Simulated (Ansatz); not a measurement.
Chalcopyrite ZnGeP2, treated with PBEsol (plane waves, PAW; Ansatz, a quantum-chemistry and plane-wave program).

Input:

Ansatz 0.2 input:
```yaml
crystal:
  lattice:
    - [-2.7302573214, 2.7302573214, 5.3892074133]
    - [2.7302573214, -2.7302573214, 5.3892074133]
    - [2.7302573214, 2.7302573214, -5.3892074133]
  atoms:
    - { symbol: Zn, position: [0.0, 0.0, 0.0] }
    - { symbol: Zn, position: [0.75, 0.25, 0.5] }
    - { symbol: Ge, position: [0.5, 0.5, 0.0] }
    - { symbol: Ge, position: [0.25, 0.75, 0.5] }
    - { symbol: P, position: [0.875, 0.8733571198, 0.4983571198] }
    - { symbol: P, position: [0.1266428802, 0.625, 0.0016428802] }
    - { symbol: P, position: [0.375, 0.3766428802, 0.5016428802] }
    - { symbol: P, position: [0.6233571198, 0.125, 0.9983571198] }
basis:
  ecutwfc: 520
  ecutrho_ratio: 4
  xc_grid: 2
kpoints:
  mp_grid: { grid: [10, 10, 10] }
hamiltonian:
  xc: pbesol
  dispersion: none
  pseudopotentials: { kind: paw }
scf:
  occupations: { method: fermi_dirac, width: 0.01 }
output:
  forces: true
  stress: true
  eigenvalues: true
relax:
  f_tol: 0.004
  escape_saddle: false
  max_steps: 80
  cell: { stress_tol: 0.02, fix: [volume] }
```

Output (set-up and result lines):

```
Relaxation: its limit of steps is 80 (relax.max_steps)
Crystal: 8 atoms, lattice volume = 160.691 Å³
Basis set: ecut = 520 eV, 4301 PW (Γ), exchange–correlation on 100×100×100 points (8 copies of the dense FFT grid, shifted against one another)
Bands: 44, of which v1, the nominal top of the filled ones, is band 36 counted from 1 (35 counted from 0)
Symmetry: 8 space group operations
Space group: I-42d (ITA 122), of the structure as read, at distance tolerance 5.4e-5 Å
k-points: 102 of 1000 (time reversal used)
Functional: x = pbesol(κ = 0.804, μ = 0.12345679012345678), c = pbesol(β = 0.046)
SCF iter   1: F=—  HF=-18030.668967 eV  |F-HF|=—  |Δ(HF+E_count)|=         —  Δρ=3.97e-3  dr2=3.06e-2
SCF iter   2: F=—  HF=-18030.656990 eV  |F-HF|=—  |Δ(HF+E_count)|=   1.20e-2  Δρ=1.59e-3  dr2=5.98e-3
  ...
SCF 1 converged in 8 iterations: F = -18030.655263 eV  dr2 = 2.43e-8
Crystal: 8 atoms, lattice volume = 160.691 Å³
Initial density: handed on by an earlier stage of this run
SCF 2 converged in 4 iterations: F = -18030.655408 eV  dr2 = 3.55e-8
Crystal: 8 atoms, lattice volume = 160.691 Å³
SCF 3 converged in 5 iterations: F = -18030.655431 eV  dr2 = 1.47e-9
Crystal: 8 atoms, lattice volume = 160.691 Å³
SCF iter   4: F=—  HF=-18030.655432 eV  |F-HF|=—  |Δ(HF+E_count)|=   2.91e-8  Δρ=1.74e-7  dr2=3.43e-11
SCF iter   5: F=-18030.655432 eV  HF=-18030.655432 eV  |F-HF|=2.15e-10  |Δ(HF+E_count)|=  1.49e-10  Δρ=1.52e-7  dr2=9.65e-12
SCF 4 converged in 5 iterations: F = -18030.655432 eV  dr2 = 9.65e-12
SCF converged after 5 iterations
Free energy (F): -18030.655432 eV
Internal energy: -18030.655432 eV  (E = F + TS)
E sigma→0 (E₀):  -18030.655432 eV
Fermi energy:    7.758659 eV
--- Stress (GPa, compression-positive) ---
       -1.578862       0.000000       0.000000
        0.000000      -1.578862      -0.000000
        0.000000      -0.000000      -1.579807
  P = ⅓ Tr σ = -1.5792 GPa (-15.792 kbar)
```

The cell is one volume of an energy–volume scan, off the minimum.

The PAW data were made under PBE.

Cost on a shared machine: roughly 7 core-minutes.
